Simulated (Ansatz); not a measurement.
This geometry of BH3 + FH (6 atoms, charge 0, multiplicity 1) is a first-order saddle point.

These are results of Ansatz 0.2.0, RKS r2SCAN/def2-SVP, not measurements.

```xyz
6
Properties=species:S:1:pos:R:3
B 0.010 -0.167 0.059
H 0.004 0.201 1.316
H 1.059 0.123 -0.448
H -1.059 0.061 -0.439
F 0.057 -1.736 0.560
H 0.035 -0.886 1.313
```

**Question.** Which two structures does it join? (They come from a converged band through this point; their orientation in space is the band's.)

**Answer.** Bonds broken: B1–H2, F5–H6. Bonds formed: B1–F5, H2–H6. BH3 + FH becomes BFH2 + H2.

Initial state:

```xyz
6
Properties=species:S:1:pos:R:3
B 0.001 0.111 0.055
H -0.008 0.546 1.189
H 1.041 0.136 -0.555
H -1.043 0.074 -0.548
F 0.057 -1.725 0.652
H 0.058 -1.544 1.567
```

Final state:

```xyz
6
Properties=species:S:1:pos:R:3
B 0.016 -0.479 -0.531
H 0.014 0.234 2.244
H 1.066 0.112 -0.625
H -1.072 0.042 -0.618
F 0.059 -1.787 -0.344
H 0.022 -0.524 2.234
```

**Question.** How far does it lie above each of them?

**Answer.** 0.282 eV above the first and 1.516 eV above the second. This is the barrier of this one path; another mechanism may lie lower. The orbitals stay closed-shell, which can raise the energy where a bond breaks towards radicals; this wasn't checked here.

Time of the run: 3.1 min on 1 thread of Arm Neoverse V1 (shared host), peak memory 0.1 GiB.
